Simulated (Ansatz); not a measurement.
Two shapes of singlet LiH2O(+).

Shape 1:

```xyz
4

Li    0.0000    0.0000   -1.4887
O     0.0000    0.0000    0.3286
H     0.0000    0.7683    0.9186
H     0.0000   -0.7683    0.9186
```

Shape 2:

```xyz
4

Li    0.0398   -0.0278   -1.5007
O    -0.0384    0.0300    0.3175
H     0.0326    0.7901    0.8875
H    -0.0280   -0.8049    0.8990
```

Basis set: 6-31G* (spherical functions). Correlated methods keep 1 orbital frozen. Charge 1, multiplicity 1.

Computed with Ansatz (development build ahead of 0.2.0); each method stands on the lowest determinant of its kind that the runs found.

Problem. Which shape is lower in energy, and by how much in each method?

Solution.

```tsv
method	E(2) − E(1) (eV)
RHF	0.093
RHF-MP2	0.059
```

Shape 1 is lower.
